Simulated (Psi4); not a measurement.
**CH3FSi (SMILES F[C][SiH3]): UPBE/6-311+G(d,p) (sweep point 5)**

What is the vertical electron affinity of CH3FSi at UPBE/6-311+G** (sweep point 5)? The job is set up through a Python script.

Program for the calculation: Psi4 1.11.

4 further runs of the same task are left out: 4 set aside as unsound or not needed.

## 1. The system as given

The species is CH3FSi (6 atoms), meant as a triplet with charge 0. SMILES: `F[C][SiH3]`. The coordinates come from a GFN2-xTB relaxation.

Bond lengths: F1–C2 1.318 Å, C2–Si3 1.844 Å, Si3–H4 1.469 Å, Si3–H5 1.456 Å, Si3–H6 1.470 Å. Angles: F1–C2–Si3 128.5°, C2–Si3–H4 110.9°, C2–Si3–H5 103.6°, C2–Si3–H6 110.8°, H4–Si3–H5 111.6°, H4–Si3–H6 108.3°, H5–Si3–H6 111.7°.

## 2. The energy at UPBE/6-311+G(d,p) (sweep point 5)

Contents of run.py:

```python
import psi4

psi4.set_memory('1600 MB')
psi4.set_num_threads(1)
psi4.set_output_file('run.log', False)

geom = psi4.geometry("""
0 3
F      0.224090    -1.972460     1.187430
C      0.716820    -1.061660     0.372510
Si    -0.092860     0.468300    -0.264490
H     -1.296310     0.138890    -1.040580
H      0.933630     1.077090    -1.098720
H     -0.485360     1.349840     0.843840
symmetry c1
""")

options = {'basis': '6-311+G**', 'reference': 'uks', 'puream': True, 'scf_type': 'pk', 'dft_radial_points': 75, 'dft_spherical_points': 302, 'maxiter': 150}
psi4.set_options(options)

e = psi4.energy('pbe')
print(f'total energy {e:.8f} hartree = {e * 27.211386:.5f} eV')
for k, v in sorted(psi4.core.scalar_variables().items()):
    print(f'{k:45s} {v:18.10f}')
```

Started as:

```console
python run.py
```

run.log:

```text
[...]
  Running in c1 symmetry.
[...]
  Nuclear repulsion =   92.501436336060181
[...]
  Multiplicity = 3
[...]
  Nalpha       = 17
  Nbeta        = 15
[...]
    Number of basis functions: 92
[...]
   @UKS iter   1:  -428.69236629889753   -2.29751e-01   6.07754e-03 ADIIS/DIIS
[...]
   @UKS iter   9:  -428.84631837991498   -6.31620e-08   9.47286e-07 DIIS
[...]
   @S^2 Observed:                2.004692702E+00
[...]
    Orbital Energies [Eh]
    ---------------------
    Alpha Occupied:
       1A    -65.405128     2A    -24.313608     3A     -9.986886
       4A     -5.065840     5A     -3.477406     6A     -3.474990
       7A     -3.474869     8A     -1.177344     9A     -0.625188
      10A     -0.526298    11A     -0.448519    12A     -0.447857
      13A     -0.408616    14A     -0.332290    15A     -0.331828
      16A     -0.221978    17A     -0.186225
    Alpha Virtual:
      18A     -0.023844    19A     -0.011946    20A      0.002572
      21A      0.025492    22A      0.025831    23A      0.035226
      24A      0.036708    25A      0.057961    26A      0.074008
[...]
  @UKS Final Energy:  -428.84631837991498
   => Energetics <=
    Nuclear Repulsion Energy =             92.5014363360601806
    One-Electron Energy =                -776.7845359317797147
    Two-Electron Energy =                 292.9846497016530975
    DFT Exchange-Correlation Energy =     -37.5478684858486034
    Empirical Dispersion Energy =           0.0000000000000000
    VV10 Nonlocal Energy =                  0.0000000000000000
    Total Energy =                       -428.8463183799149760
[...]
 Multipole Moments:
 ------------------------------------------------------------------------------------
     Multipole            Electronic (a.u.)      Nuclear  (a.u.)        Total (a.u.)
 ------------------------------------------------------------------------------------
 L = 1.  Multiply by 2.5417464519 to convert [e a0] to [Debye]
 Dipole X            :          1.0921120           -1.2953166           -0.2032046
 Dipole Y            :         -4.9496576            5.3292994            0.3796418
 Dipole Z            :          2.7422316           -2.8992431           -0.1570115
 Magnitude           :                                                    0.4583368
[...]
```

On the terminal:

```text
total energy -428.84631838 hartree = -11669.50270 eV
CURRENT ENERGY                                   -428.8463183799
CURRENT REFERENCE ENERGY                         -428.8463183799
DD SOLVATION ENERGY                                 0.0000000000
DFT FUNCTIONAL TOTAL ENERGY                      -428.8463183799
DFT TOTAL ENERGY                                 -428.8463183799
DFT VV10 ENERGY                                     0.0000000000
DFT XC ENERGY                                     -37.5478684858
GRID ELECTRONS ALPHA                               16.9999950696
GRID ELECTRONS BETA                                14.9999956036
GRID ELECTRONS TOTAL                               31.9999906732
NUCLEAR REPULSION ENERGY                           92.5014363361
ONE-ELECTRON ENERGY                              -776.7845359318
PCM POLARIZATION ENERGY                             0.0000000000
PE ENERGY                                           0.0000000000
SCF ITERATION ENERGY                             -428.8463183799
SCF ITERATIONS                                      9.0000000000
SCF TOTAL ENERGY                                 -428.8463183799
TWO-ELECTRON ENERGY                               292.9846497017
XC GRID RADIAL POINTS                              75.0000000000
XC GRID SPHERICAL POINTS                          302.0000000000
XC GRID TOTAL POINTS                           131854.0000000000
```

It took 6.9 s on 1 thread of Intel Xeon Platinum 8488C (Sapphire Rapids), shared host; peak memory 0.62 GiB.

## 3. The doublet anion

Contents of ch3fsi.py:

```python
import psi4

psi4.set_memory(1600000000)
psi4.set_num_threads(1)
psi4.set_output_file('psi4.out', False)

mol = psi4.geometry("""
-1 2
F      0.224090    -1.972460     1.187430
C      0.716820    -1.061660     0.372510
Si    -0.092860     0.468300    -0.264490
H     -1.296310     0.138890    -1.040580
H      0.933630     1.077090    -1.098720
H     -0.485360     1.349840     0.843840
units angstrom
symmetry c1
""")

psi4.set_options({
    'basis': '6-311+G**',
    'reference': 'uks',
    'puream': True,
    'scf_type': 'pk',
    'dft_radial_points': 75,
    'dft_spherical_points': 302,
    'maxiter': 150,
})

result = psi4.energy('pbe')
print('E =', round(result, 9))
for k, v in sorted(psi4.core.scalar_variables().items()):
    print(f'{k:45s} {v:18.10f}')
```

Started as:

```console
python ch3fsi.py
```

psi4.out:

```text
[...]
  Running in c1 symmetry.
[...]
  Nuclear repulsion =   92.501436336060181
[...]
  Multiplicity = 2
[...]
  Nalpha       = 17
  Nbeta        = 16
[...]
    Number of basis functions: 92
[...]
   @UKS iter   1:  -428.49158490882911   -2.89698e-02   8.81370e-03 DIIS/ADIIS
[...]
   @UKS iter  11:  -428.87199184579919   -2.65424e-08   5.89754e-07 DIIS
[...]
   @S^2 Observed:                7.572966508E-01
[...]
    Orbital Energies [Eh]
    ---------------------
    Alpha Occupied:
       1A    -65.186136     2A    -24.072214     3A     -9.710472
       4A     -4.847432     5A     -3.258010     6A     -3.257702
       7A     -3.255984     8A     -0.939425     9A     -0.382116
      10A     -0.307027    11A     -0.218238    12A     -0.209449
      13A     -0.171284    14A     -0.135311    15A     -0.135110
      16A      0.059637    17A      0.059777
    Alpha Virtual:
      18A      0.122530    19A      0.130982    20A      0.145338
      21A      0.146407    22A      0.176037    23A      0.201494
      24A      0.211233    25A      0.211333    26A      0.227361
[...]
  @UKS Final Energy:  -428.87199184579919
   => Energetics <=
    Nuclear Repulsion Energy =             92.5014363360601806
    One-Electron Energy =                -784.0072486337899136
    Two-Electron Energy =                 300.3910753341509690
    DFT Exchange-Correlation Energy =     -37.7572548822203657
    Empirical Dispersion Energy =           0.0000000000000000
    VV10 Nonlocal Energy =                  0.0000000000000000
    Total Energy =                       -428.8719918457991866
[...]
 Multipole Moments:
 ------------------------------------------------------------------------------------
     Multipole            Electronic (a.u.)      Nuclear  (a.u.)        Total (a.u.)
 ------------------------------------------------------------------------------------
 L = 1.  Multiply by 2.5417464519 to convert [e a0] to [Debye]
 Dipole X            :          0.4843695           -1.2953166           -0.8109471
 Dipole Y            :         -5.2989455            5.3292994            0.0303539
 Dipole Z            :          3.2406562           -2.8992431            0.3414130
 Magnitude           :                                                    0.8804087
[...]
```

The script printed:

```text
E = -428.871991846
CURRENT ENERGY                                   -428.8719918458
CURRENT REFERENCE ENERGY                         -428.8719918458
DD SOLVATION ENERGY                                 0.0000000000
DFT FUNCTIONAL TOTAL ENERGY                      -428.8719918458
DFT TOTAL ENERGY                                 -428.8719918458
DFT VV10 ENERGY                                     0.0000000000
DFT XC ENERGY                                     -37.7572548822
GRID ELECTRONS ALPHA                               16.9999956551
GRID ELECTRONS BETA                                15.9999951854
GRID ELECTRONS TOTAL                               32.9999908405
NUCLEAR REPULSION ENERGY                           92.5014363361
ONE-ELECTRON ENERGY                              -784.0072486338
PCM POLARIZATION ENERGY                             0.0000000000
PE ENERGY                                           0.0000000000
SCF ITERATION ENERGY                             -428.8719918458
SCF ITERATIONS                                     11.0000000000
SCF TOTAL ENERGY                                 -428.8719918458
TWO-ELECTRON ENERGY                               300.3910753342
XC GRID RADIAL POINTS                              75.0000000000
XC GRID SPHERICAL POINTS                          302.0000000000
XC GRID TOTAL POINTS                           131854.0000000000
```

It took 7.8 s on 1 thread of Intel Xeon Platinum 8488C (Sapphire Rapids), shared host; peak memory 0.62 GiB.

## 4. Outcome

Level: UPBE/6-311+G** (sweep point 5).

```
                                          quantity          value
                      triplet CH3FSi: total energy  -428.84632 Eh
                     triplet CH3FSi: dipole moment         1.16 D
triplet CH3FSi: HOMO energy (highest over α and β)       -5.07 eV
 triplet CH3FSi: LUMO energy (lowest over α and β)       -3.58 eV
                              triplet CH3FSi: ⟨S²⟩          2.005
                       doublet anion: total energy  -428.87199 Eh
 doublet anion: HOMO energy (highest over α and β)        1.99 eV
  doublet anion: LUMO energy (lowest over α and β)        3.11 eV
                               doublet anion: ⟨S²⟩          0.757
 vertical electron affinity (to the doublet anion)       0.699 eV
```

In words: At fixed nuclei the extra electron is bound by 0.70 eV (16.1 kcal/mol). The HOMO (doublet anion) lies at positive energy, 1.99 eV, as semi-local functionals often give for anions; only total energies tell whether the electron is bound.
